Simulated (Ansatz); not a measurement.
# 1T (CdI2-type) SnSe2

Computed with PBE-D4 (Ansatz, a program for electronic structure, plane waves, PAW).

Numerical settings: plane-wave cutoff 500 eV, 12×12×6 k mesh (along the axes of the cell as run), Fermi–Dirac smearing 0.05 eV, scalar-relativistic PAW data made under PBE.

Cell (relaxed at this level):

```xyz
3
Lattice="3.8376 0.0000 0.0000 -1.9188 3.3235 0.0000 0.0000 0.0000 6.0029" Properties=species:S:1:pos:R:3 pbc="T T T"
Sn     0.0000     0.0000     0.0000
Se     1.9188     1.1078     4.4092
Se     0.0000     2.2156     1.5937
```

For 1T (CdI2-type) SnSe2, the band gap is 0.34 eV (on the SCF k mesh).

Measured, for comparison: band gap 0.98 eV (temperature not stated, not corrected to a static lattice, indirect, our sources range from 0.98 to 1.06; as tabulated in Gonzalez and Oleynik (2016), arXiv:1609.04381).

Spin–orbit coupling is not included.

Static lattice: no zero-point or thermal effects.
